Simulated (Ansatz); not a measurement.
Calculated with Ansatz (gas phase, PBE0-D4/def2-TZVP geometries, no zero-point term in ΔE). CCSD(T)/CBS is the MP2 limit (def2-TZVPP, def2-QZVPP) plus CCSD(T) − MP2 in def2-TZVPP, frozen cores. This one scheme is used for every species, atoms too. Open shells (•) are unrestricted, without spin–orbit coupling. Spin–orbit coupling would lower the free atoms: a little for C, F.

`CCF` → 2 C• + F• + 5 H•  (atomization)

`CCF`:

Z-matrix (Å, degrees):
```
C
C 1 1.504
H 1 1.092 2 110.8
H 1 1.093 2 109.9 3 119.7
H 1 1.091 2 110.8 3 -120.6
F 2 1.386 1 110.1 3 60.3
H 2 1.094 1 111.6 3 179.4
H 2 1.094 1 111.6 3 -58.8
```

| level | ΔE (kJ/mol) |
| --- | --- |
| SCS-MP2/def2-TZVPP | 2975.1 |
| MP2/def2-QZVPP | 3022.3 |

Question: What does CCSD(T)/CBS give? (An estimate is asked.)

Answer: Ansatz gave: +3016.2 kJ/mol. The listed levels differ from it by -41.1, 6.1 kJ/mol.

Largest T1 diagnostic among the species: 0.010.

From r2SCAN to r2SCAN0 (25 % exact exchange), in def2-TZVPP and without D4, ΔE moves by −38.0 kJ/mol: exact exchange takes away binding that semilocal exchange gives to molecules. In def2-TZVPP, CCSD(T) changes the Hartree–Fock value by +687.1 kJ/mol (the triples alone add +33.7 kJ/mol) and MP2 by +720.0 kJ/mol; breaking electron pairs costs correlation energy, which Hartree–Fock lacks. Leaving LDA and LC-ωPBE aside and taking each functional with its dispersion term where it has one, the values, not all of them listed here, spread over 133.4 kJ/mol, from BHLYP-D4 to PBE-D4. LDA lies +371.5 kJ/mol from PBE without D4, its usual overbinding.

For atomizations the MP2-based limit and the directly extrapolated one differ by several kJ/mol either way, and by 10 to 25 for some Ge, Se and Sn compounds, so smaller differences from it don't rank the levels.
